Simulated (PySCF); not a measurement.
## NO and its ions

PBE0; PySCF, no relativity, basis sets N def2-TZVPPD, O def2-TZVPPD. Neutral (UKS): doublet (π ↑), Re = 1.140 Å, ωe = 2029 cm⁻¹, De = 6.64 eV, HOMO -6.28 eV, LUMO -2.64 eV.

NO⁺ (UKS): singlet (closed shell), Re = 1.054 Å, ωe = 2529 cm⁻¹, De = 10.94 eV to N + O⁺. The energies at the minima are -129.80718 hartree for NO and -129.45665 for NO⁺.

(1) Work out the adiabatic ionisation energy, without and with harmonic zero-point energies (1 hartree = 27.2114 eV, 1 eV = 8065.5 cm⁻¹), and the change of the bond length.

For an ion De counts to the pair picked by the measured ionisation energies or electron affinities, which need not be the lowest pair at this level. States were picked by a PBE0 search and need not be the measured ground states.

Results:

(1) At PBE0: 0.35053 hartree = 9.538 eV between the minima; the zero-point term (2529.0 − 2029.0)/2 cm⁻¹ = +0.031 eV makes it 9.569 eV. Re changes by -8.6 pm against the neutral. The electron leaves a π orbital, and the shorter bond of the ion fits an antibonding orbital, or a change in how ionic the bond is.
